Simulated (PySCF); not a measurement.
Excitation energies in several basis sets

Compound: C₄H₈.
Structure used (PBE0-D3(BJ)/def2-SVP), in Å, numbered top down from 1:
```xyz
12
C4H8 angstrom
C      1.353   -0.345    0.707
C      0.196   -0.053    0.102
C     -1.067   -0.811    0.388
C      0.078    1.051   -0.907
H      2.267    0.216    0.490
H      1.426   -1.154    1.439
H     -1.853   -0.135    0.765
H     -0.911   -1.606    1.130
H     -1.467   -1.270   -0.532
H      1.032    1.572   -1.061
H     -0.264    0.658   -1.880
H     -0.675    1.793   -0.590
```

TDDFT with PBE0 (PySCF), vertical singlets, core orbitals frozen in the response, spherical d and f functions. Isolated species at its PBE0-D3(BJ)/def2-SVP geometry, gas phase.

How do the low singlets change with the basis? Take 6-31G*, 6-31+G*, def2-SVP, def2-SVPD, aug-cc-pVDZ, def2-TZVP and def2-TZVPD.

```csv
basis,functions,diffuse,S1 (eV),S2 (eV),S3 (eV),S4 (eV),S5 (eV),LUMO (eV),α (au)
6-31G*,72,no,7.71,8.35,8.52,9.14,9.41,1.02,42.6
6-31+G*,88,yes,6.42,6.74,7.13,7.13,7.50,0.34,48.7
def2-SVP,96,no,7.54,7.62,8.37,8.65,8.80,0.73,44.9
def2-SVPD,144,yes,6.61,7.21,7.69,7.72,8.22,0.48,52.1
aug-cc-pVDZ,164,yes,5.94,6.54,6.66,6.68,7.21,-0.05,53.6
def2-TZVP,172,no,7.06,7.20,8.20,8.22,8.34,0.50,50.7
def2-TZVPD,220,yes,6.25,7.00,7.17,7.19,7.85,0.35,53.3
```

States are compared by their number. Against the largest diffuse basis here (def2-TZVPD, itself not a converged limit), sets without diffuse functions differ by up to 1.47 eV in S1 and 1.55 eV in S5; the smaller diffuse sets differ by up to 0.36 and 0.65 eV. State by state, the largest deviation of a set without diffuse functions is S1 1.47, S2 1.36, S3 1.35, S4 1.95, S5 1.55 eV. The same number needn't mean the same state in each row. Against def2-TZVPD the polarisability deviates by -20% in 6-31G*, -9% in 6-31+G*, -16% in def2-SVP, -2% in def2-SVPD, +1% in aug-cc-pVDZ, -5% in def2-TZVP. A single + in a Pople set puts diffuse functions on heavy atoms only.
